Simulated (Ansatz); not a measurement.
System: rock-salt MgS. Method: revPBE in Ansatz (plane waves, PAW).

Output (set-up and result lines):

```
Crystal: 2 atoms, lattice volume = 36.589 Å³
Basis set: ecut = 520 eV, 965 PW (Γ), exchange–correlation on 60×60×60 points (8 copies of the dense FFT grid, shifted against one another)
Bands: 12, of which v1, the nominal top of the filled ones, is band 8 counted from 1 (7 counted from 0)
Symmetry: 48 space group operations
Space group: Fm-3m (ITA 225), of the structure as read, at distance tolerance 3.3e-5 Å
k-points: 72 of 1728
Functional: x = revpbe(κ = 1.245, μ = 0.2195149727645171), c = pbe(β = 0.06672455060314922)
SCF iter   1: F=—  HF=-2833.236240 eV  |F-HF|=—  |Δ(HF+E_count)|=         —  Δρ=2.29e-3  dr2=1.22e-3
SCF iter   2: F=—  HF=-2833.236049 eV  |F-HF|=—  |Δ(HF+E_count)|=   1.92e-4  Δρ=8.90e-4  dr2=1.57e-4
  ...
SCF iter   6: F=—  HF=-2833.236091 eV  |F-HF|=—  |Δ(HF+E_count)|=   2.53e-9  Δρ=1.15e-6  dr2=7.81e-10
SCF iter   7: F=-2833.236091 eV  HF=-2833.236091 eV  |F-HF|=3.18e-11  |Δ(HF+E_count)|=  1.99e-10  Δρ=2.83e-7  dr2=4.79e-11
SCF 1 converged in 7 iterations: F = -2833.236091 eV  dr2 = 4.79e-11
SCF converged after 7 iterations
Free energy (F): -2833.236091 eV
Internal energy: -2833.236091 eV  (E = F + TS)
E sigma→0 (E₀):  -2833.236091 eV
Fermi energy:    7.451954 eV
--- Forces (eV/Å), atoms counted from 1 ---
  atom   1  Mg    -0.00000000     0.00000000     0.00000000
  atom   2  S      0.00000000    -0.00000000    -0.00000000
--- Stress (GPa, compression-positive) ---
       -0.000599       0.000000      -0.000000
       -0.000000      -0.000599      -0.000000
       -0.000000      -0.000000      -0.000599
  P = ⅓ Tr σ = -0.0006 GPa (-0.006 kbar)
```

Problem. Write an input file that could have produced this run (the log leaves some choices open).

Solution. Several could match; the one computed here: 
Ansatz 0.2 input:
```yaml
crystal:
  lattice:
    - [0.0, 2.6349661952, 2.6349661952]
    - [2.6349661952, 0.0, 2.6349661952]
    - [2.6349661952, 2.6349661952, 0.0]
  atoms:
    - { symbol: Mg, position: [0.0, 0.0, 0.0] }
    - { symbol: S, position: [0.5, 0.5, 0.5] }
basis:
  ecutwfc: 520
  ecutrho_ratio: 4
  xc_grid: 2
kpoints:
  mp_grid: { grid: [12, 12, 12] }
hamiltonian:
  xc: revpbe
  dispersion: none
  pseudopotentials: { kind: paw }
scf:
  occupations: { method: fermi_dirac, width: 0.01 }
  convergence: { dr2_threshold: 0.0000000002 }
output:
  forces: true
  stress: true
  eigenvalues: true
```

The PAW data were made under PBE.

Ansatz is a first-principles code.
